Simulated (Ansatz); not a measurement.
Relaxation of H₈SSi₂ (11 atoms, charge 0, multiplicity 1), to a largest force component of 0.03 eV/Å in at most 50 steps.

These are results of RKS BHLYP/def2-SVPD in Ansatz, not measurements.

```xyz
11
Properties=species:S:1:pos:R:3:forces:R:3
Si -1.420 -0.197 0.364 -0.96 -0.41 0.80
S 1.757 -0.122 1.749 0.23 0.09 -0.15
H -2.775 -0.345 -0.231 -0.01 0.01 0.01
H -1.034 -1.519 0.904 -0.01 0.00 -0.01
H -1.523 0.786 1.466 0.01 0.00 0.01
H 2.057 0.284 0.495 0.10 -0.13 0.38
Si -0.016 0.506 -1.262 0.64 0.40 -1.01
H 2.005 -1.413 1.485 0.01 0.03 -0.02
H -0.770 0.899 -2.478 -0.01 -0.01 -0.01
H 0.781 1.685 -0.840 0.00 0.00 -0.01
H 0.937 -0.565 -1.651 0.00 0.01 0.00
```

Task: Where does it end, and by what steps?

Result: The run converged. The force dipped under the threshold on the way, but the program's further checks kept it going. After 23 steps the energy has fallen by 0.172 eV; H6 moved furthest, 1.67 Å.

```csv
step,energy less start (eV),largest force component (eV/Å),accepted
0,0.0000,1.010,yes
1,-0.1176,0.309,yes
2,-0.1385,0.212,yes
3,-0.1474,0.172,yes
4,-0.1559,0.056,yes
5,-0.1600,0.055,yes
6,-0.1614,0.009,yes
7,-0.1504,0.680,no
8,-0.1620,0.032,yes
9,-0.1622,0.108,yes
10,-0.1625,0.032,yes
11,-0.1629,0.004,yes
12,-0.1583,0.222,no
13,-0.1637,0.046,yes
14,-0.1638,0.068,yes
15,-0.1645,0.048,yes
16,-0.1654,0.004,yes
17,-0.1672,0.061,yes
18,-0.1658,0.162,no
19,-0.1693,0.052,yes
20,-0.1703,0.045,yes
21,-0.1704,0.106,yes
22,-0.1717,0.049,yes
23,-0.1722,0.018,yes
```

```xyz
11
Properties=species:S:1:pos:R:3
Si -1.751 -0.148 0.225
S 2.272 -0.284 1.939
H -2.923 -0.834 -0.375
H -1.070 -1.094 1.139
H -2.240 1.011 1.012
H 3.432 0.149 1.428
Si -0.300 0.574 -1.475
H 2.550 -1.570 1.684
H -1.074 1.297 -2.515
H 0.739 1.487 -0.946
H 0.364 -0.587 -2.115
```

Time of the run: 82 s on 4 threads of Arm Neoverse N1, on a shared host, peak memory 0.35 GiB.
